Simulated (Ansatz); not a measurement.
Multireference treatment of C4H4O, singlet

Program: Ansatz, Gaussian basis, development build. Basis cc-pVDZ, nonrelativistic, 5 orbitals frozen in the corrections. State-specific CASSCF; RHF is the lowest restricted (open-shell) Hartree–Fock solution met. Letters tell apart solutions met in one space. No symmetry is imposed, so a solution can break that of the shape. The lowest solution met needn't be the lowest there is, nor hold the orbitals that a chemist would pick.

Geometry:

```xyz
9

O     0.2247    0.0000    1.1318
C     0.0000    1.0947    0.3480
C     0.0000   -1.0947    0.3480
C     0.0000    0.7132   -0.9622
C     0.0000   -0.7132   -0.9622
H     0.0000    2.0494    0.8511
H     0.0000   -2.0494    0.8511
H     0.0000    1.3708   -1.8197
H     0.0000   -1.3708   -1.8197
```

CASSCF less RHF, in eV, and natural occupations:

```tsv
CAS	CASSCF	occupations
(6,5) a	-1.522	1.99, 1.98, 1.97, 0.04, 0.03
(6,5) b	-1.460	1.99, 1.94, 1.90, 0.10, 0.06
```

Problem. What totals less RHF do the corrections give on each solution?

Solution. 

```tsv
CAS	SC-NEVPT2
(6,5) a	-18.724
(6,5) b	-19.388
```

Problem. In CAS(6,5), is the solution lowest in CASSCF also lowest after SC-NEVPT2?

Solution. No: (6,5) b is lowest after SC-NEVPT2, 0.66 eV under (6,5) a, which leads in CASSCF.

Problem. Roughly how much CPU time does a whole run from the default start take (median of such runs, summed over threads; nearly all runs on one pinned thread of a shared server, mostly Xeon at 2.3 to 2.6 GHz, by a development driver)?

Solution. CAS(6,5) a: about 16 s. Other jobs ran beside these, and the count of passes differs.
